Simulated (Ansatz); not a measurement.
## Rutile PbO2

Calculation: PBE-D4 (plane waves, PAW; Ansatz, a program for electronic structure).

Run with plane-wave cutoff 500 eV, 8×8×12 k mesh (along the axes of the cell as run), Fermi–Dirac smearing 0.05 eV, scalar-relativistic PAW data made under PBE.

Cell (relaxed at this level):

```xyz
6
Lattice="5.0218 0.0000 0.0000 0.0000 5.0218 0.0000 0.0000 0.0000 3.4419" Properties=species:S:1:pos:R:3 pbc="T T T"
Pb     0.0000     0.0000     0.0000
Pb     2.5109     2.5109     1.7209
O      1.5442     1.5442     0.0000
O      4.0551     0.9666     1.7209
O      0.9666     4.0551     1.7209
O      3.4775     3.4775     0.0000
```

* **equilibrium volume per atom**: 14.47 Å³/atom
* **lattice constant a**: 5.022 Å
* **c axis length**: 3.442 Å

Measured, for comparison: lattice constant a 4.958 Å (room temperature, not corrected to a static lattice, our sources range from 4.950 to 4.958; as tabulated in Hiroi (2015), arXiv:1503.02262); lattice parameter c 3.388 Å (room temperature, not corrected to a static lattice; as tabulated in Hiroi (2015), arXiv:1503.02262). Computed (rounded) less measured: lattice constant a +1.3 % (+1.3 % to +1.5 % over the range), lattice parameter c +1.6 %.

Spin–orbit coupling is not included; it can shift volumes and moduli of such heavy elements.

Static lattice: no zero-point or thermal effects.

The result took around 80 core-seconds (rough).
